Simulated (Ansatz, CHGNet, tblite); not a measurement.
# Lattice parameter a of fluorite SrCl2: levels of theory against measurement

Reference value: 6.974 Å (measured, room temperature, no zero-point or thermal correction; as tabulated in Kanchana et al., Calculated structural, elastic and electronic properties of …).

```
level (code)           value (Å)
---------------------  ---------
IPEA1-xTB (tblite)             ?
CHGNet 0.3.0 (CHGNet)      7.032
LDA (Ansatz)               6.800
PBE (Ansatz)               7.041
PBE-D3(BJ) (Ansatz)        6.958
r²SCAN (Ansatz)            6.994
PBE0 (Ansatz)                  ?
```

Question: Fill in the missing entries.

Answer: 
- IPEA1-xTB (tblite), value (Å): 6.493
- PBE0 (Ansatz, a first-principles code), value (Å): 7.003

Differences against the reference: IPEA1-xTB -6.90 %, CHGNet 0.3.0 +0.83 %, LDA -2.49 %, PBE +0.96 %, PBE-D3(BJ) -0.23 %, r²SCAN +0.29 %, PBE0 +0.42 %.

Leaving aside IPEA1-xTB, which can be fitted to such values or carry a doubt: The reference is not for a static lattice or low temperature, so close values are not ranked against it. Off by more than 1.25 % (a bound picked here): LDA (-2.49 %).

The reference has no zero-point or thermal correction, while the calculations are for a static lattice, so the differences are not the levels' errors alone. A static lattice is as a rule a little smaller than the measured one.  IPEA1-xTB: this parameter set was refitted to ionisation energies, not structures. IPEA1-xTB: the run uses a supercell at the zone centre in place of a k mesh. Cutoffs and k meshes differ between the levels. Ansatz's density-functional and Hartree–Fock values are scalar-relativistic unless marked +SOC, with PAW data made under PBE.

Machine-learned potentials (CHGNet 0.3.0) are trained on DFT data, which may include these solids.

Differences are worked out from the printed values.
